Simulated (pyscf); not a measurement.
# Hydrogen abstraction: HO–AlH₂ + methyl (CH₃•) -> •O–AlH₂ + methane (CH₄)

Gas phase, doublet surface, charge 0. Bonds broken: O1–H3. Bonds formed: H3–C6. Single points on ωB97X-D3(BJ)/def2-SVP structures (PySCF, gas phase). MP2 and CC: frozen core, UHF for open shells. ΔMP2 is the change of the MP2 total energy from the triple- to the quadruple-zeta basis.

Transition state (Å):

```xyz
9

O     -0.6783     0.9357    -0.3214
Al     0.6765     0.3765    -1.2466
H     -0.6924     0.4152     0.8790
H      0.7568     0.9670    -2.7102
H      1.7158    -0.6422    -0.6254
C     -0.5210    -0.1724     1.9312
H     -1.4038    -0.8136     2.0514
H      0.4095    -0.7490     1.8532
H     -0.4649     0.6154     2.6936
```

One imaginary mode, 1062i cm⁻¹; descent along it reached the two sides named.

```csv
bond,change,reactant side (Å),saddle,product side
O1–H3,breaks,0.964,1.309,2.300
H3–C6,forms,2.272,1.217,1.100
```

Electronic energies relative to the separated reactants (kJ/mol):

```csv
level,barrier,reaction energy,reverse barrier
ωB97X-D3(BJ)/def2-TZVP,63.6,+43.8,19.8
PBE/def2-TZVP,35.9,+44.7,-8.7
r²SCAN/def2-TZVP,55.0,+54.1,0.9
B3LYP-D3(BJ)/def2-TZVP,53.0,+44.2,8.8
PBE0-D3(BJ)/def2-TZVP,56.2,+48.0,8.2
M06-2X/def2-TZVP,76.2,+53.2,23.0
ωB97M-D3(BJ)/def2-TZVP,70.7,+47.1,23.6
HF/def2-TZVP,124.7,+16.9,107.8
MP2/def2-QZVPP,112.6,+84.7,27.8
CCSD/def2-TZVPP,91.0,+55.0,36.0
CCSD(T)/def2-TZVPP,81.9,+57.1,24.8
CCSD(T)/def2-TZVPP + ΔMP2(QZVPP),84.4,+61.2,23.3
```

With CCSD(T)/def2-TZVPP + ΔMP2(QZVPP) energies and thermal terms (ideal gas, 1 atm, RRHO with modes under 100 cm⁻¹ raised to 100, one conformer, R ln 2 for rigid chiral ones), in kJ/mol:

```tsv
T (K)	ΔH‡	ΔG‡	ΔH	ΔG
298	80.7	118.9	+68.4	+72.6
600	80.1	158.1	+64.5	+78.4
900	82.0	196.8	+62.2	+85.9
1200	85.0	234.6	+61.0	+94.0
```

At PBE this geometry lies under the product side: in single points on another level's saddle the reverse barrier vanishes, and the forward threshold there is about the reaction energy. •O–AlH₂ lies 143.4 kJ/mol over its isomer [HO–AlH]•, and others may lie lower still (electronic energy, ωB97M-D3(BJ)). One saddle was located; it need not be the lowest between these sides. The angle at the transferred H is 170°. The CCSD(T) − MP2 part came from Ansatz, without density fitting, on the same reference.
